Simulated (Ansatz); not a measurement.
The input, for Ansatz 0.2.0:

```yaml
crystal:
  periodic: [false, false, false]
  atoms:
    - {symbol: Ta, position_ang: [0.000000, 0.000000, 0.000000]}
    - {symbol: N, position_ang: [0.000000, 0.000000, 2.115400]}
basis:
  gaussian: {orbitals: def2-mTZVP}
total_charge: 1
magnetization: {spin_polarized: false, initial_magnetization: 5}
hamiltonian: {xc: {name: B3LYP}}
correlation: {method: bccd, electrons: outside_noble_gas}
```

```sh
$ ansatz run in.yaml --threads 1 --pin off --events-out ev --progress --plain --max-ram 2393MiB
```

Output:

```
588 factors; integrals over basis functions are off by at most 2.8e-4 eV
mean field evaluation 1: about -3016.7664 eV, gradient 5.4e1 eV
mean field evaluation 2: about -3016.7912 eV, gradient 5.4e1 eV
mean field evaluation 4: about -3023.8145 eV, gradient 2.9e1 eV
mean field evaluation 8: about -3027.3726 eV, gradient 1.2e0 eV
mean field evaluation 16: about -3027.3798 eV, gradient 2.1e-3 eV
mean field evaluation 32: about -3027.3822 eV, gradient 1.7e-6 eV
mean field evaluation 64: about -3026.8132 eV, gradient 1.6e0 eV
mean field evaluation 96: about -3027.3384 eV, gradient 1.3e0 eV
mean field evaluation 128: about -3026.9013 eV, gradient 2.5e-2 eV
mean field evaluation 160: about -3027.3309 eV, gradient 7.4e-1 eV
...
cycle  14  -5.00939005 eV  change   -1.9e-3 eV  update   1.6e-3
cycle  15  -5.00733528 eV  change    2.1e-3 eV  update   1.0e-3
cycle  16  -5.00814996 eV  change   -8.1e-4 eV  update   5.2e-4
cycle  17  -5.00802088 eV  change    1.3e-4 eV  update   2.8e-4
cycle  18  -5.00800551 eV  change    1.5e-5 eV  update   1.7e-4
cycle  19  -5.00784895 eV  change    1.6e-4 eV  update   1.1e-4
cycle  20  -5.00774839 eV  change    1.0e-4 eV  update   5.3e-5
cycle  21  -5.00769079 eV  change    5.8e-5 eV  update   2.5e-5
cycle  22  -5.00768151 eV  change    9.3e-6 eV  update   1.3e-5
cycle  23  -5.00768064 eV  change    8.7e-7 eV  update   7.7e-6
Total energy: -3009.76660966 eV, -110.6068828120 hartree
```

Ran on 1 thread of Arm Neoverse V2, shared host: 22 s wall, 0.23 GiB peak host memory.
